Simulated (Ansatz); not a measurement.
# Al₂H (doublet): the correlation ladder at distance Al1–H3 = 1.311 Å, 6-31G

How much of the correlation energy of Al₂H (doublet) does each wave-function method recover here?

Method: 6-31G, core rule «outside noble gas», up to 10 orbitals frozen; program: Ansatz 0.2.0, Gaussian basis.

To be run: UHF; CCSD(T) on ROHF; CCSD(T) on UHF; BCCD(T) on ROHF; CISD; CCSDT(Q) on ROHF; CCSDT(Q) on UHF; CISDTQ; CCSDTQ on ROHF; CCSDTQ on UHF; CASSCF and MRCISD+Q, 3 electrons in 3 orbitals; CASSCF and NEVPT2, 3 electrons in 3 orbitals; CASSCF and MRCISD+Q, 7 electrons in 9 orbitals; CASSCF and MRCISD+Q(relaxed), 7 electrons in 9 orbitals; CASSCF and NEVPT2, 7 electrons in 9 orbitals; Full CI.

22 further runs of the same task are left out: 17 that didn't finish, 5 set aside as unsound or not needed.

## 1. The system

The geometry derives from a PBE0/def2-TZVP stationary point (not a proven minimum). One bond is set to the value named and the two fragments are kept rigid.

3 atoms, charge 0, spin multiplicity 2.

Atoms are counted from 1 here; the program's logs count them from 0.

Bond lengths: Al1–Al2 2.677 Å, Al1–H3 1.311 Å. Angles: Al2–Al1–H3 180.0°.

## 2. UHF

in.yaml

```yaml
crystal:
  periodic: [false, false, false]
  atoms:
    - {symbol: Al, position_ang: [0.000000, 0.000000, 0.455313]}
    - {symbol: Al, position_ang: [0.000000, 0.000000, -2.221625]}
    - {symbol: H, position_ang: [0.000000, 0.000000, 1.766313]}
basis:
  gaussian: {orbitals: 6-31G}
magnetization: {spin_polarized: true, initial_magnetization: 1}
hamiltonian: {xc: hf}
output: {orbitals: {seedname: orbitals}}
```

Launch:

```bash
$ ansatz run in.yaml --threads 1 --pin off --events-out ev --progress --plain --max-ram 2393MiB
```

The runs that follow: CCSD(T) on ROHF; CCSD(T) on UHF; BCCD(T) on ROHF; CISD; CCSDT(Q) on ROHF; CCSDT(Q) on UHF; CISDTQ; CCSDTQ on ROHF; CCSDTQ on UHF; CASSCF and MRCISD+Q, 3 electrons in 3 orbitals; CASSCF and NEVPT2, 3 electrons in 3 orbitals; CASSCF and MRCISD+Q, 7 electrons in 9 orbitals; CASSCF and MRCISD+Q(relaxed), 7 electrons in 9 orbitals; CASSCF and NEVPT2, 7 electrons in 9 orbitals; Full CI.

Before running them: what should the planned runs give, taken together? Wanted: FCI below the RHF energy; RMP2 from FCI; UMP2 from FCI; RCCSD from FCI; RCCSD(T) from FCI; UCCSD(T) from FCI; RCCSDT(Q) from FCI; UCCSDT(Q) from FCI; MRCISD+Q pair from FCI.

As calculated:

| quantity | value |
| --- | --- |
| FCI below the RHF energy | -2.1870 eV |
| RMP2 from FCI | +767.8 meV |
| UMP2 from FCI | +767.2 meV |
| RCCSD from FCI | +79.5 meV |
| RCCSD(T) from FCI | +29.7 meV |
| UCCSD(T) from FCI | +30.1 meV |
| RCCSDT(Q) from FCI | +1.4 meV |
| UCCSDT(Q) from FCI | +1.3 meV |
| MRCISD+Q pair from FCI | -24.1 meV |
| NEVPT2 valence from FCI | +178.6 meV |
| MRCISD+Q valence from FCI | +3.2 meV |
| levels within 1 kcal/mol (43 meV) | RCCSD(T), UCCSD(T), BCCD(T), RCCSDT, UCCSDT, CISDTQ, RCCSDT(Q), UCCSDT(Q), RCCSDTQ, UCCSDTQ, MRCISD+Q pair, MRCISD valence, MRCISD+Q valence, MRCISD+Q(relaxed) valence |
| T1 diagnostic | 0.022 |
| effectively unpaired electrons | 1.11 |

What this shows: RCCSD(T) misses by +29.7 meV, 1.4 % of the correlation energy. MRCISD+Q pair, MRCISD+Q(relaxed) valence fall below full CI: the +Q correction isn't variational, and the cores differ from full CI's. One determinant dominates. Of the multireference levels listed MRCISD+Q(relaxed) valence comes nearest in total energy (-2.9 meV), which doesn't show that its space is the better one. Coupled cluster took another determinant than the lowest Hartree-Fock one. These misses are within one basis, not against nature; the frozen cores of restricted and unrestricted runs differ, which can shift their rows.
